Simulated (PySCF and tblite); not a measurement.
C₂H₅NO, numbered as in [CH3:1]/[CH:2]=[N:3]\[OH:4].

The ensemble was built from 90 distance-geometry starts (ETKDG and KDG, MMFF94s, GFN2-xTB) and rests on PBE0-D3(BJ)/def2-SVP geometries. Energies: PBE0-D3(BJ)/def2-TZVP, with GFN2-xTB thermal terms (modes under about 100 cm⁻¹ blended into free rotors). Symmetry numbers and mirror images are counted. Conformers within 3 kcal/mol (GFN2-xTB free energy) were kept, 8 at most. GIAO shieldings: B3LYP/pcSseg-2. Shifts are against TMS (¹H), TMS (¹³C), NH3 (¹⁵N) at the same level. Programs: PySCF with density fitting and tblite.

Torsions listed: C2–N3–O4–H4.

| conformer | shape | weight % | dipole D |
| --- | --- | --- | --- |
| 1 | 180° | 100.0 | 0.67 |

**Question.** How does the computed dipole moment compare with the measured one in the gas phase?

**Answer.** Computed: 0.67 D in the leading conformer, 0.67 D as root mean square over the ensemble. Measured: 0.938 D (NIST CCCBDB Release 22 (SRD 101), experimental dipoles).


¹⁵N shifts are against a computed isolated NH3 molecule, about 20 ppm from the liquid.